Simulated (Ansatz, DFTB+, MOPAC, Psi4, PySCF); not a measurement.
Process, species as SMILES: CCCC + 2 C (CH4) -> 3 CC (C2H6) [ethane]

Property: bond separation energy (enthalpy at 298 K), in kcal/mol. Set-up: non-relativistic; valence correlation only; spin-orbit terms left out; SCC-DFTB with the Slater-Koster set that CP2K ships; LANL2DZ all-electron up to Ne; six Cartesian d functions in 6-31G* and its kin unless marked 5d; dispersion terms only where a functional's name holds one; 6-311+G** with 5d. CBS(X,Y): correlation extrapolated as X^-3; Hartree-Fock from the larger set. [CCSD(T)-MP2]/basis is that difference in the basis named. First-principles and DFTB rows: single points at B3LYP-D3(BJ) geometries (Ansatz, a program for electronic structure), with unscaled harmonic terms from B3LYP/6-31G* (Ansatz) at its own minima. Semi-empirical rows: MOPAC heats of formation at their own minima for 298 K.

Measured values: Active Thermochemical Tables 1.112 (ions: stationary electron), as tabulated in the package chemicals; they hold spin-orbit and core effects, anharmonicity and other conformers. 

Value to compare with, the measured value: 5.6 kcal/mol.

| level | program | bond separation energy (enthalpy at 298 K) (kcal/mol) | error |
|---|---|---|---|
| AM1 | MOPAC | -3.6 | -9.2 |
| PM3 | MOPAC | 0.7 | -4.9 |
| SCC-DFTB | DFTB+ | 2.6 | -3.0 |
| HF/STO-3G | Ansatz | 1.8 | -3.8 |
| HF/3-21G | Ansatz | 3.7 | -1.9 |
| PBE/STO-3G | Ansatz | 2.3 | -3.3 |
| PBE/LANL2DZ | Ansatz | 4.0 | -1.6 |
| BP86/def2-SVP | PySCF | 3.2 | -2.4 |
| B3LYP/6-31G* | Ansatz | 3.1 | -2.5 |
| PBE0/6-31G* | Ansatz | 3.5 | -2.1 |
| PBE0/6-311+G** | Ansatz | 3.7 | -1.9 |
| wB97X-D/6-31G* | Psi4 | 4.3 | -1.3 |
| MP2/3-21G | Ansatz | 5.8 | 0.2 |
| MP2/6-311+G** | Ansatz | 5.4 | -0.2 |
| wB97M-V/def2-TZVPD | Ansatz | 4.9 | -0.7 |
| wB97X-V/def2-TZVPD | Ansatz | 4.6 | -1.0 |
| B2PLYP-D3(BJ)/def2-TZVPD | Ansatz + dftd3 | 4.9 | -0.7 |
| RI-MP2/CBS(cc-pVTZ,cc-pVQZ)+[CCSD(T)-MP2]/cc-pVTZ | Ansatz | 5.3 | -0.3 |

Among the 14 habitual levels, AM1 lies farthest from the measured value (-9.2 kcal/mol); 1 of 14 lie above it, and their mean absolute error is 2.7 kcal/mol, the median 2.2. One case shows no general order.

The levels are drawn from those run, B3LYP/6-31G* more often than the rest, none by its result; left out are runs that failed, that the program found above a lower state of the same kind, or whose <S^2> lies over 0.5 above the pure value.
